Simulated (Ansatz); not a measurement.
## Relative stability

The two ends of one reaction step of CH5BS, singlet (PBE0-D4/def2-TZVP).

A:

```
8
angstrom
B -0.5841 0.5043 -0.0900
S -0.4375 -0.9005 1.2415
C 0.3143 0.3673 -1.1808
H 0.1591 -0.3354 2.3172
H -1.5050 1.2094 0.1905
H 0.6998 -1.4851 0.8252
H 0.2595 1.0268 -2.0426
H 1.0937 -0.3867 -1.2610
```

B:

B1  (-0.694, 0.172, 0.329)
S2  (-1.025, -1.352, 1.184)
C3  (0.567, 0.470, -0.534)
H4  (1.081, 1.354, -0.139)
H5  (-1.557, 0.989, 0.477)
H6  (0.082, -2.033, 0.835)
H7  (0.259, 0.747, -1.549)
H8  (1.287, -0.347, -0.603)
(Å)

Computed with Ansatz 0.2.0 (basis: def2-TZVPP); correlated methods freeze the cores. B3LYP uses VWN-RPA correlation.

**Question.** Which structure is lower at CCSD(T), and by how much? (To be estimated.)

**Answer.** By the calculation: B, by 2.477 eV (electronic energy, against the other). By their contacts, A is CH₅BS ([CH2][BH][SH2]) and B is CH₅BS ([CH3][BH][SH]).

All methods give the same order:

| method | E(B) − E(A) (eV) |
| --- | --- |
| SPW92 | -2.302 |
| PBE-D4 | -2.339 |
| BLYP-D4 | -2.324 |
| r2SCAN-D4 | -2.461 |
| B97M-V | -2.550 |
| PBE0-D4 | -2.487 |
| B3LYP-D4 | -2.449 |
| r2SCAN0-D4 | -2.552 |
| BHLYP-D4 | -2.612 |
| CAM-B3LYP-D4 | -2.528 |
| wB97X-V | -2.585 |
| wB97M-V | -2.502 |
| B2PLYP | -2.490 |
| PBE-QIDH | -2.574 |
| RPA on PBE | -2.448 |
| HF | -2.834 |
| MP2 | -2.506 |
| CCSD | -2.548 |
| CCSD(T) | -2.477 |

The T1 diagnostic stays at or below 0.013.

Labels in which every atom is bracketed show which atoms are joined, not bond orders.

For scale, one of the runs: CCSD(T)/def2-TZVPP, 174 basis functions, launched by `ansatz run in.yaml --threads 2 --pin off --events-out ev --progress --plain --max-ram 4352MiB`. Hardware: 2 CPU threads of an Arm Neoverse V1, shared host. Wall time 23 s; peak host memory 1.5 GiB.
